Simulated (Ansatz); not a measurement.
C6H12 can be A, `C1CCCCC1`, or B, `C=C(CC)CC`.

Isolated molecules relaxed with PBE0-D4/def2-TZVP in Ansatz; ΔE leaves out vibrations. CCSD(T)/CBS adds triple-zeta CCSD(T) − MP2 to the extrapolated MP2 energy (def2 sets, frozen cores). DFT in def2-TZVPP. B3LYP here is the variant with VWN-RPA as its local correlation; programs differ in this. One conformer a species, not always the lowest.

(1) Which is lower in electronic energy at CCSD(T)/CBS, and by how much? (Estimate.)

(2) Give E(B) − E(A) in kJ/mol with PBE-D4, CCSD/def2-TZVPP, B3LYP-D4, MP2/def2-TZVPP, B2PLYP, ωB97M-V, HF/def2-TZVPP. (Estimate.)

Largest T1 diagnostic: 0.009.

## Answers

(1) Ansatz gave: A, by 52.3 kJ/mol.

(2) Ansatz gave: PBE-D4 51.7, CCSD/def2-TZVPP 54.8, B3LYP-D4 39.4, MP2/def2-TZVPP 59.0, B2PLYP 42.8, ωB97M-V 55.8, HF/def2-TZVPP 38.8. None reverses the order clearly.

From PBE to PBE0 (25 % exact exchange), in def2-TZVPP and without D4, E(B) − E(A) moves by +13.1 kJ/mol. The D4 term adds +4.7 kJ/mol with B3LYP and +2.0 kJ/mol with PBE0; it sums over pairs of atoms, weighted by their polarisabilities, and B3LYP, whose exchange is more repulsive, gets the larger term.
